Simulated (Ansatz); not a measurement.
The input, for Ansatz 0.2.0:

```yaml
crystal:
  periodic: [false, false, false]
  atoms:
    - {symbol: Hf, position_ang: [0.000000, 0.000000, 0.000000]}
    - {symbol: H, position_ang: [0.000000, 0.000000, -1.961100]}
    - {symbol: H, position_ang: [0.000000, 0.000000, 1.961100]}
basis:
  gaussian: {orbitals: def2-TZVP}
total_charge: 1
magnetization: {spin_polarized: true, initial_magnetization: 3}
correlation: {method: ccsdt_q, electrons: outside_noble_gas}
```

```sh
$ ansatz run in.yaml --threads 1 --pin off --events-out ev --progress --plain --max-ram 2393MiB
```

The program prints:

```
833 factors; integrals over basis functions are off by at most 1.3e-6 eV
mean field evaluation 1: about -1310.8229 eV, gradient 6.8e0 eV
mean field evaluation 2: about -1310.8229 eV, gradient 6.8e0 eV
mean field evaluation 4: about -1311.4034 eV, gradient 8.6e-1 eV
mean field evaluation 8: about -1311.4867 eV, gradient 2.5e-1 eV
mean field evaluation 16: about -1311.5028 eV, gradient 1.2e-2 eV
mean field evaluation 32: about -1311.7666 eV, gradient 1.6e0 eV
mean field evaluation 64: about -1311.5028 eV, gradient 3.8e-3 eV
mean field evaluation 96: about -1311.0140 eV, gradient 5.9e-1 eV
mean field evaluation 128: about -1311.4995 eV, gradient 8.0e-1 eV
mean field evaluation 160: about -1311.3314 eV, gradient 1.5e0 eV
...
mean field -1312.00600887 eV, -48.2153315163 hartree, gradient 2.7e-6 eV, S^2 3.817732; 26 other end points of the search recorded, 0 dependent functions left out
determinant -1312.00600887 eV, -48.2153315163 hartree, with singles and doubles -1313.71827227 eV, -48.2782560358 hartree
determinant -1311.50276426 eV, -48.1968376180 hartree, with singles and doubles -1313.44989375 eV, -48.2683933069 hartree
determinant -1310.99451060 eV, -48.1781596405 hartree, with singles and doubles -1312.88878666 eV, -48.2477730019 hartree
determinant -1310.91954357 eV, -48.1754046529 hartree, with singles and doubles -1312.82865033 eV, -48.2455630325 hartree
determinant -1310.80472849 eV, -48.1711852766 hartree, with singles and doubles -1312.91205176 eV, -48.2486279784 hartree
determinant -1310.57847866 eV, -48.1628707489 hartree, with singles and doubles -1312.35593697 eV, -48.2281911367 hartree
determinant -1309.28133465 eV, -48.1152015856 hartree, with singles and doubles -1311.36147344 eV, -48.1916452760 hartree
determinant -1308.93457181 eV, -48.1024582864 hartree, with singles and doubles -1311.29681763 eV, -48.1892692191 hartree
determinant -1308.71577651 eV, -48.0944177072 hartree, with singles and doubles -1310.65748921 eV, -48.1657743329 hartree
determinant -1308.55409219 eV, -48.0884759182 hartree, with singles and doubles -1309.73138243 eV, -48.1317405365 hartree
determinant -1308.51139498 eV, -48.0869068246 hartree, with singles and doubles -1310.73027487 eV, -48.1684491565 hartree
determinant -1312.00600887 eV, -48.2153315163 hartree, with singles and doubles -1313.71994059 eV, -48.2783173452 hartree
determinant -1311.50276426 eV, -48.1968376180 hartree, with singles and doubles -1313.46333169 eV, -48.2688871422 hartree
4 core orbitals not correlated: weight in the atoms' cores, before any rotation towards them, 0.998 or more for the frozen orbitals, at most 0.001 for the correlated occupied ones
reference -1312.00600887 eV, -48.2153315163 hartree; 4, 1 occupied and 44, 47 virtual orbitals, 833 factors
second order -1.21360216 eV of doubles, -0.00000000 eV of singles
...
cycle  12  -1.76066450 eV  change    1.7e-5 eV  update   2.3e-5
cycle  13  -1.76066814 eV  change   -3.6e-6 eV  update   1.4e-5
cycle  14  -1.76067009 eV  change   -2.0e-6 eV  update   8.8e-6
cycle  15  -1.76066833 eV  change    1.8e-6 eV  update   5.1e-6
cycle  16  -1.76066842 eV  change   -9.8e-8 eV  update   2.8e-6
cycle  17  -1.76066871 eV  change   -2.8e-7 eV  update   1.6e-6
cycle  18  -1.76066888 eV  change   -1.7e-7 eV  update   1.1e-6
cycle  19  -1.76066885 eV  change    2.6e-8 eV  update   5.8e-7
cycle  20  -1.76066885 eV  change   -1.7e-9 eV  update   4.2e-7
cycle  21  -1.76066885 eV  change   3.3e-10 eV  update   2.9e-7
perturbative correction -0.00044970 eV, -0.0000165260 hartree
WARN: these amplitudes may be one of several solutions (largest doubles amplitude 0.10, level shift 3.40 eV)
Total energy: -1313.76712742 eV, -48.2800514293 hartree
```

Ran on 1 thread of Arm Neoverse V2, shared host: 35 s wall, 0.27 GiB peak host memory.
